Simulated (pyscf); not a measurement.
**Addition across a multiple bond or ene-type step: O=Ti=O + CH₄ -> H₃C–Ti(=O)–OH**

Gas phase, singlet surface, charge 0. Bonds broken: C4–H5. Bonds formed: Ti2–C4, O3–H5. Structures and frequencies: ωB97X-D3(BJ)/def2-SVP in PySCF. MP2 and CC: frozen core, UHF for open shells. ΔMP2 is the change of the MP2 total energy from the triple- to the quadruple-zeta basis.

Transition state (Å):

```xyz
8

O      0.8352    -0.1232     1.7541
Ti    -0.5482    -0.1003     0.9490
O     -0.9068    -1.5711     0.1817
C     -0.4420     0.6530    -1.1726
H     -0.7393    -0.6666    -0.7327
H     -1.1344     1.5073    -1.0346
H      0.5939     1.0275    -1.1672
H     -0.6415     0.2664    -2.1839
```

One imaginary mode, 1443i cm⁻¹; descent along it reached the two sides named, in the forms told below.

```json
[
 {"bond": "C4–H5", "change": "breaks", "reactant side (Å)": "1.108", "saddle": "1.422", "product side": "4.2"},
 {"bond": "Ti2–C4", "change": "forms", "reactant side (Å)": "2.462", "saddle": "2.254", "product side": "2.104"},
 {"bond": "O3–H5", "change": "forms", "reactant side (Å)": "2.6", "saddle": "1.297", "product side": "0.962"}
]
```

Electronic energies relative to the separated reactants (eV):

| level | barrier | reaction energy | reverse barrier |
|---|---|---|---|
| ωB97X-D3(BJ)/def2-TZVP | 0.31 | -1.51 | 1.82 |
| PBE/def2-TZVP | 0.29 | -1.07 | 1.35 |
| r²SCAN/def2-TZVP | 0.27 | -1.23 | 1.50 |
| B3LYP-D3(BJ)/def2-TZVP | 0.37 | -1.32 | 1.69 |
| PBE0-D3(BJ)/def2-TZVP | 0.24 | -1.40 | 1.64 |
| M06-2X/def2-TZVP | 0.23 | -1.69 | 1.91 |
| ωB97M-D3(BJ)/def2-TZVP | 0.39 | -1.41 | 1.81 |
| HF/def2-TZVP | 0.82 | -1.98 | 2.81 |
| MP2/def2-QZVPP | 0.35 | -0.99 | 1.35 |
| CCSD/def2-TZVPP | 0.39 | -1.56 | 1.96 |
| CCSD(T)/def2-TZVPP | 0.35 | -1.34 | 1.69 |
| CCSD(T)/def2-TZVPP + ΔMP2(QZVPP) | 0.25 | -1.43 | 1.68 |

With CCSD(T)/def2-TZVPP + ΔMP2(QZVPP) energies and thermal terms (ideal gas, 1 atm, RRHO with modes under 100 cm⁻¹ raised to 100, one conformer, R ln 2 for rigid chiral ones), in eV:

```csv
T (K),ΔH‡,ΔG‡,ΔH,ΔG
298,0.16,0.56,-1.43,-1.09
600,0.19,0.96,-1.36,-0.76
900,0.23,1.34,-1.29,-0.48
1200,0.27,1.71,-1.23,-0.22
```

On the reactant side the descent ends in an adduct with a C–Ti contact, 0.61 eV under the separated species and 0.91 eV under the saddle at ωB97X-D3(BJ)/def2-TZVP. What is counted as formed (C–Ti) is already present as a longer contact in the reactant adduct; forming that adduct is a step of its own. At the saddle there is also a short H–Ti contact that neither side keeps. One saddle was located; it need not be the lowest between these sides. The CCSD(T) − MP2 part came from Ansatz, without density fitting, on the same reference. The frozen core leaves the outer d or s,p core shells of the metals and heavy elements correlated in the MP2 and CC values, and def2-TZVPP describes them poorly, which can shift differences by a few kcal/mol.
